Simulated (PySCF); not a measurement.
Species: thioacetic acid, C₂H₄OS.
Numbering: `[CH3:1][C:2]([OH:3])=[S:4]` (hydrogens: H5, H6, H7 on C1; H8 on O3)

Vertical excitations from PySCF (density fitting, frozen core in the response, grid level 2 and gas phase unless stated; continuum runs use non-equilibrium linear response for the excitations) on a GFN2-xTB geometry. Reference run:

| settings | S1, eV (f) | S2, eV (f) | S3, eV (f) | S4, eV (f) | S5, eV (f) | S6, eV (f) | T1, eV (Tamm–Dancoff) | mean α (au) |
| --- | --- | --- | --- | --- | --- | --- | --- | --- |
| PBE0/def2-SVPD, full TDDFT, 6 singlets | 3.41 (0.000) | 5.57 (0.146) | 6.02 (0.155) | 6.78 (0.009) | 6.87 (0.001) | 6.93 (0.023) | 3.02 | 52.5 |

Q: What do these settings give: (1) PBE0/Sadlej pVTZ, start guess sap, full TDDFT, 12 singlets; (2) PBE0/STO-3G, start guess huckel, full TDDFT, 12 singlets?

A: 
```
                                                  settings    S1, eV (f)    S2, eV (f)    S3, eV (f)     S4, eV (f)     S5, eV (f)     S6, eV (f)  T1, eV (Tamm–Dancoff)  mean α (au)
PBE0/Sadlej pVTZ, start guess sap, full TDDFT, 12 singlets  3.42 (0.000)  5.36 (0.087)  5.71 (0.152)   6.32 (0.063)   6.37 (0.007)   6.63 (0.018)                   3.03         53.5
  PBE0/STO-3G, start guess huckel, full TDDFT, 12 singlets  3.25 (0.000)  6.95 (0.206)  7.29 (0.003)  10.00 (0.048)  10.39 (0.144)  10.61 (0.017)                   2.66         19.7
```

(1) S1 moves by +0.01 eV. (2) S1 moves by -0.16 eV. States are counted by energy in each run and needn't keep their character from row to row.

Q: Give the leading configurations of S1 (H = HOMO, L = LUMO) and the HOMO–LUMO gap of each run.

A: 
```csv
settings,S1 configurations (weight),S1 (eV),orbital gap (eV),S1 − gap (eV)
"PBE0/def2-SVPD, full TDDFT, 6 singlets",H→L 1.00,3.41,5.19,-1.78
"PBE0/Sadlej pVTZ, start guess sap, full TDDFT, 12 singlets",H→L 1.00,3.42,5.20,-1.78
"PBE0/STO-3G, start guess huckel, full TDDFT, 12 singlets",H→L 1.00,3.25,5.20,-1.95
```

Conformer computed: `[CH3:1][C:2]([OH:3])=[S:4]`: H–O3–C2–C1 180°.

One conformer stands for the species.
